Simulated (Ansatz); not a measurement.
Ideal-gas functions of C₃H₄O₂, SMILES `C=CC(=O)O` at 298.15 K and 1 bar, from an Ansatz frequency run at PBE0-D4/def2-TZVP.

Molar mass 72.06 g/mol, point group Cs (symmetry number 1), electronic degeneracy 1, moments of inertia 46.536, 114.434, 160.97 u Å². Harmonic wavenumbers (cm⁻¹, unscaled): 108, 283, 485, 537, 589, 605, 849, 851, 1012, 1036, 1040, 1214, 1309, 1381, 1450, 1705, 1831, 3169, 3215, 3264, 3800.

Use S(trans) = R[1.5 ln M + 2.5 ln T − 1.1517]; rotational temperatures θ = 24.2544 K / I; S(rot) = R[ln(√π/σ · √(T³/θAθBθC)) + 1.5]; for each mode x = 1.438777 ν̃/T, S = R[x/(eˣ − 1) − ln(1 − e⁻ˣ)] and H = RT x/(eˣ − 1); 1 cm⁻¹ = 0.0119627 kJ/mol; R = 8.31446 J/(mol·K).

Question: By hand: the entropy, in J/(mol·K).

Answer: Translation 162.2. Rotation: θ = 0.5212, 0.212, 0.1507 K, giving 105.3. Vibration, mode by mode: 13.83, 6.34, 2.92, 2.39, 1.96, 1.85, 0.72, 0.71, 0.37, 0.34, 0.33, 0.16, 0.11, 0.08, 0.06, 0.02, 0.01, 0.00, 0.00, 0.00, 0.00, in all 32.2. Electronic 0.0. Sum 299.7 J/(mol·K).

Question: By hand: H − E and G − E in kJ/mol, counted from the electronic energy.

Answer: Zero-point energy ½ × 29733 × 0.0119627 = 177.8; thermal vibration 5.8; translation, rotation and pV give 4 RT = 9.9. H − E = 193.5 kJ/mol, and G − E = 193.5 − 298.15 × 299.7/1000 = 104.1 kJ/mol.

Vibration gives 11 % of the entropy, 13.8 J/(mol·K) of it from the mode under 150 cm⁻¹: soft modes count most, and the harmonic formula is weakest for them. The sum counts one conformer and one mirror image; others add a mixing term.
